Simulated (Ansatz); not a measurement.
The reference is CdTe in the zinc blende structure (space group F-43m, No. 216).

```xyz
2
Lattice="0.0000 3.3090 3.3090 3.3090 0.0000 3.3090 3.3090 3.3090 0.0000" Properties=species:S:1:pos:R:3 pbc="T T T"
Te     4.9635     4.9635     4.9635
Cd     0.0000     0.0000     0.0000
```

Method: PBE (Ansatz, a program for electronic structure; PAW; 420 eV plane waves; spin-orbit coupling left out).

```csv
level,lattice parameter a,electron mass at Γ
PBE,6.618 Å,0.053 mₑ
```

Measured: lattice parameter a 6.48 Å (room temperature; as listed in M J Lucero, T M Henderson, G E Scuseria, Journal of Physics Condensed Matter (2012)); electron mass at Γ 0.093 mₑ (temperature not stated; as listed in Magdalena Laurien, Oleg Rubel, Phys. Rev. B (2022)).

Computed minus measured — lattice parameter a: PBE +2.1 %; electron mass at Γ: PBE -43 %. Measured values not marked as corrected hold thermal and zero-point effects that the static-lattice runs lack.

With Te present, leaving out spin-orbit coupling can change the band edges. The levels and masses belong to the bands next to the band gap. Effective masses come from finite differences of ±0.01 Å⁻¹. No phonon test of stability was made.
